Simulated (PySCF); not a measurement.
C3H5NO.
InChI=1S/C3H5NO/c1-2-4-3-5/h2-3H,1H3/b4-2+

Level of theory: EOM-IP-CCSD/aug-cc-pVDZ in PySCF, restricted Hartree–Fock reference, 5 core orbitals frozen, non-relativistic, gas phase, PBE0-D3(BJ)/def2-SVP geometry.

Hartree–Fock orbital energies give these Koopmans values (eV): HOMO 11.39, HOMO-1 12.11, HOMO-2 12.79, HOMO-3 14.60, HOMO-4 15.50, HOMO-5 16.22, HOMO-6 16.89, HOMO-7 18.03.

Problem. What vertical ionisation energies does EOM-IP-CCSD give?

Solution. 
| leading hole (HF orbital) | Koopmans (eV) | EOM-IP-CCSD (eV) | change (eV) | one-hole share |
| --- | --- | --- | --- | --- |
| HOMO | 11.39 | 9.82 | -1.57 | 0.94 |
| HOMO-2 | 12.79 | 11.00 | -1.79 | 0.94 |
| HOMO-1 | 12.11 | 11.76 | -0.35 | 0.95 |
| HOMO-3 | 14.60 | 13.65 | -0.95 | 0.94 |
| HOMO-4 | 15.50 | 14.46 | -1.04 | 0.95 |
| HOMO-5 | 16.22 | 15.12 | -1.10 | 0.94 |
| HOMO-6 | 16.89 | 15.50 | -1.39 | 0.94 |
| HOMO-7 | 18.03 | 15.83 | -2.20 | 0.93 |

Problem. Does the order of the lines follow the orbital energies?

Solution. No: the HOMO-2 hole (11.00 eV) falls below the HOMO-1 hole (11.76 eV). The corrections run from -2.20 to -0.35 eV, with a mean of -1.30 eV over the 8 lines; no line lies above its Koopmans value. Koopmans values leave out both the relaxation of the orbitals and the change in correlation energy.

Problem. At what kinetic energies would He II light (40.81 eV) eject these electrons?

Solution. 30.99 eV (HOMO), 29.81 eV (HOMO-2), 29.05 eV (HOMO-1), 27.16 eV (HOMO-3), 26.35 eV (HOMO-4), 25.69 eV (HOMO-5), 25.31 eV (HOMO-6), 24.98 eV (HOMO-7).

One root was sought for each valence orbital with −ε under 21 eV, eight at most, so deeper holes and satellites are missing; no vibrational structure.

On one thread of an Arm Neoverse V2, shared host with 32 logical CPUs at a one-minute load of 20, this took 7.5 min of wall time and 2.9 GiB of memory at its peak.

Conformer computed: `[CH3:1]/[CH:2]=[N:3]/[CH:4]=[O:5]`: C2–N3–C4–O5 54°.

One conformer stands for the species.
